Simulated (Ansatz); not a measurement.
We consider 2H WS2, described by LDA in Ansatz (PAW).

Run with plane-wave cutoff 520 eV, 12×12×4 k mesh (along the axes of the cell as run), Fermi–Dirac smearing 0.01 eV, no spin polarisation, scalar-relativistic PAW data made under PBE.

Properties against volume:

Shape and atoms are relaxed at each volume.

```json
[
 {"V (Å³/atom)": "16.470", "P (GPa)": "2.32", "direct gap at Γ (eV)": "2.226", "smallest gap on the k mesh (eV)": "0.661", "c (Å)": "11.803"},
 {"V (Å³/atom)": "16.813", "P (GPa)": "1.00", "direct gap at Γ (eV)": "2.264", "smallest gap on the k mesh (eV)": "0.752", "c (Å)": "11.974"},
 {"V (Å³/atom)": "17.157", "P (GPa)": "0.00", "direct gap at Γ (eV)": "2.309", "smallest gap on the k mesh (eV)": "0.842", "c (Å)": "12.158"},
 {"V (Å³/atom)": "17.500", "P (GPa)": "-0.71", "direct gap at Γ (eV)": "2.359", "smallest gap on the k mesh (eV)": "0.932", "c (Å)": "12.355"},
 {"V (Å³/atom)": "17.843", "P (GPa)": "-1.18", "direct gap at Γ (eV)": "2.415", "smallest gap on the k mesh (eV)": "1.023", "c (Å)": "12.566"}
]
```

The fundamental gap (0.83 eV at the equilibrium volume, with added k points) lies elsewhere than Γ–Γ.

Measured, for comparison: band gap 1.35 eV (room temperature, not corrected to a static lattice, bulk 2H; as tabulated in Bastos et al. (2019), arXiv:1903.08112).

Spin–orbit coupling is not included.

Ansatz is a quantum-chemistry and plane-wave program.
